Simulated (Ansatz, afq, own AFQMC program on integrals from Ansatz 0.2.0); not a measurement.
Two steps: Ansatz 0.2.0 writes the Fock matrix and Cholesky factors of the valence space, and afq projects on them the lowest state that overlaps trial and start.

```yaml
crystal:
  periodic: [false, false, false]
  atoms:
    - {symbol: Ge, position_ang: [-0.570729, 0.405616, -0.263968]}
    - {symbol: H, position_ang: [0.784494, 0.745520, 0.509998]}
    - {symbol: H, position_ang: [-0.213765, -1.151126, -0.246039]}
basis:
  gaussian: {orbitals: def2-TZVP}
total_charge: 1
magnetization: {spin_polarized: true, initial_magnetization: 1}
correlation: {method: ccsd_t, electrons: outside_noble_gas, hamiltonian_folder: ham}
```

```sh
$ ansatz run in.yaml --threads 1 --pin off --events-out ev --progress --plain --max-ram 16896MiB --backend cuda --devices 0, --max-vram 18GiB
```

Options of the walk:

```
--method phaseless --trial cisd --walkers 4000 --populations 20 --least-time 60 --time-step 0.005 --steps-per-block 50 --equilibration-blocks 28 --max-blocks 4000 --target-error 0.00014 --factor-cut 1e-05 --start spin_pure --seed 8902 --release-times 0.24,0.51,0.99,1.62,2.4 --release-step 0.03 --release-every 3 --taylor-order 6
```

Times are imaginary, in 1/Eh. The walk had a cap of 139 s. With eight or more populations the least sampling time is a fifth of least-time, and the error comes from their spread. Filled inner d shells are frozen with the cores.

Output of the walk:

```
orbitals 46  electrons 3 2  factors 360 of 423
reference energy -2076.16455338 Eh
CCSD correlation -0.09168555 Eh in 11 cycles, weight of the determinant in the CISD state 0.9356
energy of the start -2076.256069 Eh
 block  time / (1/Eh)  mean weight  energy / Eh
     1     0.250  1.0000  -2076.255956
     2     0.500  1.0001  -2076.256331
     3     0.750  1.0000  -2076.256753
     4     1.000  0.9998  -2076.257197
     5     1.250  0.9999  -2076.257477
    10     2.500  1.0000  -2076.258432
    15     3.750  1.0003  -2076.258739
    20     5.000  1.0001  -2076.258812
    25     6.250  1.0002  -2076.258908
    30     7.500  0.9998  -2076.258902
    35     8.750  1.0002  -2076.258638
    40    10.000  0.9998  -2076.258830
    43    10.750  0.9998  -2076.259085
    45    11.250  1.0002  -2076.258885
    50    12.500  1.0000  -2076.258839
    55    13.750  1.0000  -2076.258731
    60    15.000  1.0003  -2076.258664
    65    16.250  1.0001  -2076.258604
    70    17.500  0.9997  -2076.258557
    72    18.000  1.0001  -2076.258332
    75    18.750  1.0000  -2076.258566
    78    19.500  1.0001  -2076.258589
error from the spread of 20 populations
released: time / (1/Eh)  energy / Eh  error  mean overlap
  0.24  -2076.258741  0.000037  1.0008
  0.51  -2076.258776  0.000028  0.9997
  0.99  -2076.258815  0.000024  0.9993
  1.62  -2076.258917  0.000033  0.9973
  2.40  -2076.258924  0.000029  0.9984
energy -2076.258711 +/- 0.000042 Eh
(rows thinned)
```

The run passed its tests (sampling time, drift between the halves within three errors, error under three times the target), which doesn't prove that it has relaxed. The second half of the sampling lies above the first by 2.9 errors of their difference, so the energy may still be moving and its error bar be too small.

Against this walk (error 1.1 meV) on the same determinant: CCSD(T) 11.6 meV higher, CCSDT(Q) 6.1 meV lower, full CI 6.2 meV lower. The error is statistical and leaves out the bias of the constraint. Released to 2.40 1/Eh the energy lies 5.8 ± 1.4 meV (both errors) below the phaseless value, which shows part or all of the bias of the constraint, and full CI lies 0.4 meV below the released value. Full CI is exact here, so the walk's 6 meV above it is the walk's own error: the bias of the constraint with this trial, or a walk that hasn't relaxed.

Cautions: constraint bias not in the error; no relativity below Rb; no spin-orbit coupling; inner d shell frozen.

The walk took 37 s on 1 × NVIDIA H100 80GB HBM3 with 2 threads of AMD EPYC 7R13 Processor (Zen 3), on a shared host (the card was shared). The log's last line is the phaseless energy.

CCSDT and higher add their correlation energy to the determinant of the CCSD(T) run, since their own runs factorise the integrals more tightly (a shift of under 2 meV). A walk keeps the symmetry of its determinant, which the program's search chose and which needn't be the lowest solution, so a lower state of the same spin and another symmetry isn't excluded.
